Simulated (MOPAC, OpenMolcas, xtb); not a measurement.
# BSiH4F (SMILES B[SiH2]F): the dipole moment, rung by rung

The species is BSiH4F (7 atoms), meant as a singlet with charge 0. SMILES: `B[SiH2]F`. The coordinates come from a GFN2-xTB relaxation.

Each level gives the dipole moment (D). The values are calculated.

```tsv
level	kind	program	value (D)
PM6	semi-empirical	MOPAC	2.14
GFN2-xTB	semi-empirical	xtb	2.38
GFN0-xTB	semi-empirical	xtb	3.45
GFN1-xTB	semi-empirical	xtb	2.07
HF/STO-3G	Hartree–Fock	OpenMolcas	1.67
HF/3-21G	Hartree–Fock	OpenMolcas	2.59
HF/def2-SVP	Hartree–Fock	OpenMolcas	2.38
HF/6-311+G** (Cholesky decomposition)	Hartree–Fock	OpenMolcas	2.54
HF/pcseg-2	Hartree–Fock	OpenMolcas	2.31
TPSS/6-31G	meta-GGA	OpenMolcas	2.47
```

The values span 1.67 to 3.45 D. Sets without polarisation functions give poor dipoles.
